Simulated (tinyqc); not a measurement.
Starting guesses with plain Roothaan steps: SCF starting guesses in the sto-3g basis, for BH2+, spin multiplicity 1. Computed by the program tinyqc with PySCF. RHF with one setting changed at a time; a run stops when the energy changes by less than 1e-09 hartree and the error matrix is below 1e-5. Starts: the lowest orbitals of the core Hamiltonian, of the Wolfsberg-Helmholz matrix (K = 1.75), projected atomic densities, random orbitals, and the highest orbitals of the core Hamiltonian (a deliberately bad start).

Geometry (angstrom):
```
atom       x        y       z
B     0.0000   0.0000  0.0000
H     0.0000   1.1790  0.6780
H     0.0000  -1.1790  0.6780
```

lowest restricted solution found by these runs and by PySCF = -25.098335 hartree

Largest element of the error matrix X^T (FDS - SDF) X:
```
iteration     core  Wolfsberg-Helmholz  atomic densities   random  highest core orbitals
1          4.9e-01             2.7e-01           3.7e-01  5.1e+00                1.3e-01
2          8.5e-02             6.2e-02           5.8e-02  3.3e-01                3.3e-01
3          3.1e-02             2.5e-02           2.0e-02  1.4e-01                3.5e-01
4          1.1e-02             9.9e-03           7.2e-03  8.0e-02                3.4e-02
5          4.0e-03             3.9e-03           2.7e-03  4.7e-02                9.8e-03
6          1.5e-03             1.5e-03           1.0e-03  2.8e-02                2.7e-03
8          2.3e-04             2.4e-04           1.7e-04  1.0e-02                2.2e-04
10         3.5e-05             3.8e-05           2.8e-05  3.5e-03                2.1e-05
14               -                   -                 -  4.4e-04                      -
20               -                   -                 -  2.3e-05                      -
```

How each run ends:
```
run                    iterations  E (hartree)         state
core                           12   -25.098335  lowest found
Wolfsberg-Helmholz             12   -25.098335  lowest found
atomic densities               12   -25.098335  lowest found
random                         22   -25.098335  lowest found
highest core orbitals          12   -25.098335  lowest found
```

What does the comparison show, and why?

5 of 5 runs reach the lowest restricted solution found, in 12 to 22 iterations (fastest: core, Wolfsberg-Helmholz, atomic densities, highest core orbitals). The first errors are 5e-01, 3e-01, 4e-01, 5e+00, 1e-01.
